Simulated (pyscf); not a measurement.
PySCF, gas phase, ωB97X-D3(BJ)/def2-SVP geometries.

Question: For the elementary gas-phase step H₃C–Al(OH)–O–Al(OH)–OH + silane (SiH₄) → H₃C–Al(OH)–O–Al(OH)–O–SiH₃ + hydrogen (H₂) (singlet surface; H–O, H–Si broken, O–Si, H–H formed), what barrier and reaction energy does PBE0-D3(BJ)/def2-TZVP give, measured from the separated reactants?

Answer: ΔE‡ = 99.9 kJ/mol, ΔE = -80.0 kJ/mol. ωB97M-D3(BJ)/def2-TZVP gives 116.4 kJ/mol and -84.7 kJ/mol. Zero-point energy shifts the barrier by +0.2 kJ/mol. It is a four-centre exchange, with an imaginary mode of 1434i cm⁻¹. On the reactant side the descent ends in a complex (not fully relaxed), 29.6 kJ/mol under the separated species and 131.0 kJ/mol under the saddle at ωB97X-D3(BJ)/def2-TZVP. At ωB97X-D3(BJ)/def2-TZVP the barrier from the zero used here is 101.3 kJ/mol. One saddle was located; it need not be the lowest between these sides.
